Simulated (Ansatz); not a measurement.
Relaxation of C$_{3}$H$_{8}$OS (13 atoms, charge 0, multiplicity 1), to a largest force component of 0.02 eV/Å in at most 40 steps.

Theory: Ansatz, RKS CAM-B3LYP/STO-3G.

```xyz
13
Properties=species:S:1:pos:R:3:forces:R:3
C -1.254 0.993 0.312 -3.04 4.38 -0.02
C 0.071 0.648 -0.228 1.56 1.16 1.30
C 0.390 -0.799 0.087 4.80 0.46 2.44
O -0.417 -1.661 -0.544 -7.16 0.56 -1.04
S 2.102 -1.208 -0.476 0.53 0.08 0.04
H -1.511 2.104 0.072 0.66 -2.07 0.52
H -1.329 0.910 1.390 0.05 -0.38 0.53
H -2.051 0.449 -0.165 -0.52 -0.89 -0.16
H 0.076 0.823 -1.271 0.20 0.10 -1.88
H 0.819 1.333 0.232 -0.13 -0.57 -0.25
H 0.357 -0.977 1.200 0.00 0.53 -0.14
H 0.085 -2.370 -0.895 2.74 -3.50 -1.50
H 2.682 -0.279 0.299 0.33 0.15 0.16
```

Task: Where does it end, and by what steps?

Result: The run converged. Limits of this set-up: minimal basis. After 21 steps the energy has fallen by 1.160 eV; H13 moved furthest, 1.50 Å.

```csv
step,energy less start (eV),largest force component (eV/Å),accepted
0,0.0000,7.160,yes
1,-0.8881,1.826,yes
2,-1.0041,0.940,yes
3,-1.0409,1.291,yes
4,-1.0690,0.509,yes
5,-1.0957,0.247,yes
6,-1.1032,0.120,yes
7,-1.1076,0.233,yes
8,-1.1098,0.193,yes
9,-1.1150,0.088,yes
10,-1.1021,1.006,no
11,-1.1198,0.098,yes
12,-1.1230,0.356,yes
13,-1.1331,0.160,yes
14,-1.1465,0.182,yes
15,-1.1555,0.106,yes
16,-1.0718,0.686,no
17,-1.1577,0.113,yes
18,-1.1595,0.023,yes
19,-1.1597,0.020,yes
20,-1.1597,0.022,yes
21,-1.1598,0.005,yes
```

```xyz
13
Properties=species:S:1:pos:R:3
C -1.416 1.002 0.266
C 0.036 0.856 -0.250
C 0.608 -0.564 0.054
O -0.285 -1.509 -0.610
S 2.355 -0.641 -0.524
H -1.828 1.979 -0.016
H -1.450 0.912 1.359
H -2.044 0.214 -0.167
H 0.060 1.018 -1.338
H 0.685 1.611 0.218
H 0.593 -0.725 1.155
H 0.078 -2.413 -0.295
H 2.630 -1.775 0.162
```

Whether the end is a true minimum wasn't checked by a vibrational analysis.

Run time: 83 s on 1 thread of Intel(R) Xeon(R) Platinum 8488C (Sapphire Rapids) (shared host), peak memory 0.13 GiB.
